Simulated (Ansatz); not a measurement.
Chalcopyrite CuGaSe2, treated with PBE0+SOC in Ansatz (PAW).

Run with plane-wave cutoff 460 eV, 6×6×6 k mesh, Fermi–Dirac smearing 0.01 eV, PAW data made under PBE.

Cell (measured lattice):

```cif
data_Cu4Ga4Se8
_chemical_formula_sum 'Ga4 Cu4 Se8'
_space_group_name_H-M_alt 'I-42d'
_space_group_IT_number 122
_space_group_name_Hall 'I -4 2bw'
_cell_length_a 5.61910
_cell_length_b 5.61910
_cell_length_c 11.02600
_cell_angle_alpha 90.000
_cell_angle_beta 90.000
_cell_angle_gamma 90.000
loop_
_atom_site_label
_atom_site_type_symbol
_atom_site_symmetry_multiplicity
_atom_site_Wyckoff_symbol
_atom_site_fract_x
_atom_site_fract_y
_atom_site_fract_z
_atom_site_occupancy
Ga1 Ga 4 b 0.00000 0.00000 0.50000 1
Cu1 Cu 4 a 0.00000 0.00000 0.00000 1
Se1 Se 8 d 0.25062 0.25000 0.12500 1
```
(The calculation used a cell of 8 atoms; values per cell refer to that cell.)

Task: What does this level give for the band gap?

Result: 
- band gap = 1.97 eV (on the SCF k mesh) (direct)

Measured, for comparison: band gap 1.67 eV (temperature not stated, no zero-point or thermal correction, direct or pseudo-direct at Γ; as tabulated in Ghosh et al. (2024), arXiv:2401.16805). Computed (rounded) less measured: band gap +0.30 eV.

Note: cell and atoms aren't relaxed at this level (pressure 1.1 GPa).

Computed values are for the static lattice.

Ansatz is an electronic-structure program.
